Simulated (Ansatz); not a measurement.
Rock-salt ZrC was calculated with r²SCAN+rVV10 (PAW; Ansatz, a first-principles code).

Numerical settings: plane-wave cutoff 600 eV, 16×16×16 k mesh, Fermi–Dirac smearing 0.1 eV, finite displacements, scalar-relativistic PAW data made under PBE.

Computed at the level's own relaxed cell.

Question: Predict the TO(Γ) frequency.

Answer: 
- TO(Γ) frequency: 414 cm⁻¹

Computing time: around 7 core-minutes (rough).
